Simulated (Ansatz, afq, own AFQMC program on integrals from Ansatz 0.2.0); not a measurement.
**GeH5, doublet: AFQMC among the cluster methods**

```yaml
atoms:
  - { symbol: Ge, position_ang: [-0.0348, 0.0000, 0.0000] }
  - { symbol: H, position_ang: [-0.5463, 1.4466, 0.0000] }
  - { symbol: H, position_ang: [-0.5463, -0.7233, 1.2528] }
  - { symbol: H, position_ang: [-0.5463, -0.7233, -1.2528] }
  - { symbol: H, position_ang: [1.5902, 0.0000, 0.0000] }
  - { symbol: H, position_ang: [2.5602, 0.0000, 0.0000] }
```

Basis cc-pVTZ. Only valence electrons are correlated. AFQMC by an in-house program on the Cholesky factors that Ansatz 0.2.0 writes for its CCSD(T) run. ph-AFQMC/CISD is guided by a CISD state made of CCSD amplitudes; releasing the constraint for a short imaginary time cuts its bias at the price of noise, slowly where states lie close. Error bars are statistical, one sigma. No spin–orbit coupling.

Determinant: UHF, the one that the program's search chose, which needn't be the lowest solution. The geometry is a point of a scan.

No full CI on the walks' own integrals is used here; CCSDT(Q) serves as the reference and is uncertain by about the last step of the cluster series.

Cautions: no relativity below Rb; no spin-orbit coupling; inner d shell frozen.

```
T1 diagnostic                               : 0.0157
weight of the determinant in the CISD state : 0.903
⟨S²⟩ of the determinant                     : 0.775
size of the correlated space                : 9 electrons in 99 orbitals
```

Reference: CCSDT(Q), correlation energy -5.141 eV. The released energy is read at 2.40 1/Eh (meV from the phaseless value at times in 1/Eh: -1 ± 3 at 0.24, -5 ± 3 at 0.51, -5 ± 4 at 0.99, -6 ± 3 at 1.62, -9.6 ± 2.0 at 2.40).

```tsv
level	E − E(reference) (kJ/mol)	share of correlation (%)
HF	496.0	0.00
MP2	99.9	79.85
CCSD	14.2	97.14
CCSD(T)	2.6	99.48
CCSDT	0.3	99.93
ph-AFQMC/CISD	0.4 ± 0.2	99.91
released AFQMC	-0.5 ± 0.2	100.10
```

A walk keeps the symmetry of its determinant, which the program's search chose and which needn't be the lowest solution, so a lower state of the same spin and another symmetry isn't excluded. Released energies are given only where the last usable release times agree within the noise; a slower fall can still hide under it.
